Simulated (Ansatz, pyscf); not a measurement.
`[B][Cl]` [singlet] + `[FH]` -> `[F][BH][Cl]`, an insertion on the singlet surface: F–H broken, B–F, B–H formed. Single points on ωB97X-D3(BJ)/def2-SVP structures (PySCF, gas phase). Wave-function energies: Ansatz (an electronic-structure program), frozen core, RHF or UHF references. In kJ/mol, from the separated reactants.

Cost: rough CPU time of the saddle's run relative to CCSD(T)/cc-pV(D+d)Z, from one job on a shared machine, with the HF step and its search for lower states.

| level | barrier | reaction energy | cost |
|---|---|---|---|
| ωB97X-D3(BJ)/def2-TZVP | 37.98 | -427.62 | – |
| M06-2X/def2-TZVP | 48.73 | -428.45 | – |
| CCSD(T)/cc-pV(D+d)Z | 58.75 | -388.71 | 1 |
| CCSDT(Q)/cc-pV(D+d)Z | 57.02 | -387.74 | 67 |
| CCSD(T)/cc-pV(T+d)Z | 60.85 | -401.58 | 7 |
| CCSD(T)/cc-pV(Q+d)Z | 61.47 | -400.61 | – |

In cc-pV(D+d)Z, going from CCSD(T) to CCSDT(Q) shifts the barrier by -1.73 and the reaction energy by +0.97 kJ/mol. With HF in the quadruple-zeta basis and the correlation energy extrapolated as X⁻³ from X = 3, 4, CCSD(T) gives 60.65 and -401.61; adding the double-zeta shift gives ΔE‡ = 58.92 and ΔE = -400.64 kJ/mol, without core correlation, relativity or geometry relaxation at these levels. On the reactant side the descent ends in a bound adduct, 34.05 kJ/mol under the separated species and 72.03 kJ/mol under the saddle at ωB97X-D3(BJ)/def2-TZVP. This is the saddle that the search found; another between the same sides may lie lower.
